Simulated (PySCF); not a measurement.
## TDDFT excited states: C2HClN2S

C2HClN2S.
Atom-mapped SMILES: `[Cl:1][c:2]1[cH:3][s:4][n:5][n:6]1` (hydrogens: H7 on C3)

Computed with TDDFT B3LYP/def2-SVPD, vertical, gas phase, core orbitals frozen in the response in PySCF. Geometry: GFN2-xTB; no solvent, vibrations or thermal averaging.

Problem. What does the calculation give for the low-lying excited states?

Solution. 

```tsv
state	E (eV)	λ (nm)	ν̃ (cm⁻¹)	f	symmetry	main configurations (H = HOMO, L = LUMO)
S1	4.06	305.1	32770	0.0014	–	H→L (100%)
S2	4.99	248.7	40210	0.027	A′	H-1→L (83%), H→L+1 (12%)
S3	5.66	219.0	45660	0.046	A′	H→L+1 (76%), H-1→L (11%), H-2→L (9%)
S4	5.66	218.9	45690	0.0006	–	H-1→L+1 (98%)
S5	6.11	203.0	49250	0.0021	A″	H-3→L (94%)
S6	6.19	200.2	49960	0.0025	A″	H→L+2 (98%)
S7	6.46	192.0	52070	0.023	A′	H-2→L (72%), H-1→L+2 (12%)
S8	6.76	183.3	54550	0.0001	–	H-2→L+1 (50%), H-4→L (44%)
```

Triplets (Tamm–Dancoff): T1 3.36 eV, H→L (94%); T2 3.62 eV, H-1→L (93%); T3 4.65 eV, H-2→L (91%).

The lowest singlet comes at 305 nm (392 kJ/mol) in the ultraviolet; it is very weak; its leading configuration is HOMO→LUMO (100%). The most intense listed level is S3 at 5.66 eV (219 nm, f = 0.046), 1.60 eV above S1. S3/S4 lie within about 0.01 eV of each other. Löwdin shares by element: HOMO nitrogen 73%, sulfur 14%, carbon 8% or more; LUMO nitrogen 41%, sulfur 26%, carbon 22% or more. Of the 8 states listed, 3 reach f = 0.01 and 1 stays under 0.0005. The listed states span 2.70 eV, and the widest gap between neighbours is 0.92 eV (S1 to S2). The oscillator strengths of these states sum to 0.103; summed over the whole spectrum of an exact calculation they would give the number of electrons, 60 (Thomas–Reiche–Kuhn). No computed singlet lies in the visible range (380 to 750 nm); the lowest, at 305 nm, stands 0.80 eV above its violet end (3.26 eV). Symmetry labels in Cs follow from the direction of the transition dipole and are given only for states with f of 0.002 or more. Only the lowest 8 singlets were computed, as vertical energies without vibronic structure.

The run took 15 s of wall time (with the writing of density and orbital grids) on one thread, Arm Neoverse V1 (aarch64), shared host with 32 logical CPUs at a one-minute load of 24, and the process peaked at 0.58 GiB of memory.
